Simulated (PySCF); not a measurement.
A made-up structure of AlHO$_{2}$, closed shell:

```
4
angstrom
O -1.5248 -1.1702 -1.0821
Al -0.4533 -0.4139 -0.1738
O 0.6441 0.3341 0.8325
H -1.9529 -1.7742 -1.7088
```

It is relaxed with PBE-D4/def2-SVP and then PBE0-D4/def2-TZVP (PySCF 2.14 with density fitting (its default auxiliary sets; JK sets also for MP2 and CCSD(T))). Atoms count as bonded within 1.22 times the sum of their covalent radii (H–H: 0.88 Å). The end point is not checked to be a true minimum.

**Question.** Does its bonding change? (Judge from chemistry; the calculation decides.)

**Answer.** By the calculation: No: no bond forms or breaks.

Where it ends: The first stage lowers the energy by 0.17 eV in 17 steps. It ends as AlHO₂ ([O][Al][OH]):
```
4
angstrom
O -1.8117 -1.1513 -0.9147
Al -0.4441 -0.4779 -0.2423
O 0.8218 0.2046 0.4477
H -1.9364 -1.7778 -1.6229
```

Labels in which every atom is bracketed show which atoms are joined, not bond orders.

For scale, one of the runs: PBE0-D4/def2-TZVP relaxation, 105 basis functions, launched by `OMP_NUM_THREADS=2 python run.py`. Time: 15 s of wall clock on 2 CPU threads of an AMD EPYC 9B45; the host was shared. Peak host memory: 1 GiB.
